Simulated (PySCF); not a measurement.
H₂Si, SMILES [SiH2] (connectivity only; charge and spin as stated), charge -1, multiplicity 2.

Geometry optimised at PBE-D3(BJ)/def2-TZVPD. The spin state was assumed, not searched. The isomer is the one that the SMILES or the coordinates give; other isomers of the formula were not compared.

Level of theory: PBE-D3(BJ)/def2-TZVPD run with PySCF.

Frequencies are harmonic and unscaled.

| mode | ν (cm⁻¹) | IR (km/mol) | moving atoms (share of kinetic energy) |
|---|---|---|---|
| 1 | 913 | 84.0 | H 96 % |
| 2 | 1801 | 539.6 | H 97 % |
| 3 | 1802 | 517.9 | H 96 % |
